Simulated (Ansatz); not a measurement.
# How methods fare on atomization energies

Ansatz 0.2.0, functionals in def2-QZVPP, HF, MP2 and coupled cluster extrapolated from def2-TZVPP and def2-QZVPP (exp(−7.88 √X), X^−2.97); geometries are PBE0/def2-TZVP minima. Wave-function levels freeze the cores; HF, MP2 and coupled cluster are restricted for singlets and unrestricted otherwise, atoms included (their steps beyond CCSDT(Q) come from restricted open-shell runs), Kohn–Sham unrestricted where that lies lower. The best estimate adds to that CCSD(T) limit the step from CCSD(T) to the highest level run in a smaller set (CCSDT(Q)/cc-pVDZ, CCSDT(Q)/cc-pVTZ, full CI/cc-pVDZ, full CI/cc-pVTZ). It lacks core correlation, which semilocal and hybrid functionals hold and which counts in their errors here, (a few kJ/mol in atomization energies of light atoms) is good to about 1 kcal/mol where the step is under 0.06 eV, as here, and is no measured value. An error is the level's value less this estimate. Energies are electronic, without zero-point terms. No spin–orbit coupling and no scalar relativity. CCSD(T)'s error is that step with its sign reversed, by construction, and steps from double-zeta sets run high. The species are chosen: bound, without strong static correlation by their natural occupations or amplitudes, in their lowest spin state as far as vertical gaps and like structures tell, and with a ladder that closes on the reference, so errors are smaller than for species at large; levels whose determinant breaks symmetry or spin markedly are left out.

```tsv
species	quantity	reference	value (kcal/mol)	error CCSD	error CCSD(T)	error PBE	error BLYP	error PBE0	error B3LYP	error wB97M-V
HN–B–Si, doublet Π (B–N 1.246, B–Si 1.991, N–H 0.993, angles at B 180°, angles at N 180°)	atomization	limit + step to CCSDT(Q)/cc-pVDZ	318.4	-10.7	-0.9	17.7	9.6	4.5	5.0	5.0
BF, singlet (B–F 1.263)	atomization	limit + step to CCSDT(Q)/cc-pVTZ	181.8	-4.2	0.0	5.0	1.2	-2.1	-1.5	2.8
H2B–F, singlet (B–F 1.317, B–H 1.197, angles at B 118/124°)	atomization	limit + step to CCSDT(Q)/cc-pVTZ	343.1	-3.7	0.0	3.9	1.4	-1.3	2.4	2.2
BH3, singlet (B–H 1.193, angles at B 120°)	atomization	limit + step to full CI/cc-pVDZ	280.3	-0.9	0.0	-1.9	0.5	-1.1	4.8	2.6
SiH2, singlet (Si–H 1.526, angle at Si 91°)	atomization	limit + step to full CI/cc-pVTZ	154.1	-1.0	-0.1	-6.1	-2.0	-6.7	-0.3	0.9
H2B–Cl, singlet (B–Cl 1.733, B–H 1.190, angles at B 118/124°)	atomization	limit + step to CCSDT(Q)/cc-pVTZ	297.9	-3.8	-0.1	3.4	-2.7	1.6	0.6	3.4
SiH3, doublet (Si–H 1.486, angles at Si 111°)	atomization	limit + step to CCSDT(Q)/cc-pVTZ	228.5	-0.8	0.0	-5.9	-3.9	-4.7	0.3	-1.9
```

| level | mean absolute error (kcal/mol) | mean signed error | largest error |
| --- | --- | --- | --- |
| CCSD(T) | 0.2 | -0.2 | -0.9 (HN–B–Si) |
| B3LYP | 2.1 | 1.6 | 5.0 (HN–B–Si) |
| wB97M-V | 2.7 | 2.2 | 5.0 (HN–B–Si) |
| BLYP | 3.1 | 0.6 | 9.6 (HN–B–Si) |
| PBE0 | 3.1 | -1.4 | -6.7 (SiH2) |
| CCSD | 3.6 | -3.6 | -10.7 (HN–B–Si) |
| PBE | 6.3 | 2.3 | 17.7 (HN–B–Si) |
